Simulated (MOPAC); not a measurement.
MOPAC input (PM7):

```
PM7 FORCE THERMO(298,298) PRECISE LET GEO-OK AUX(PRECISION=9) THREADS=1
CH4O

C    -0.04823050 1    0.67367276 1   -0.00088050 1
O    -0.04250846 1   -0.74016956 1    0.00177992 1
H    -1.11609860 1    0.92915555 1    0.00771539 1
H     0.87584444 1   -1.07388247 1   -0.00539399 1
H     0.44268879 1    1.06043033 1    0.89752418 1
H     0.42731902 1    1.05696883 1   -0.90898342 1
```

Q: Which zero-point energy does it print?

A: 28.20 kcal/mol, from the harmonic wavenumbers of PM7.
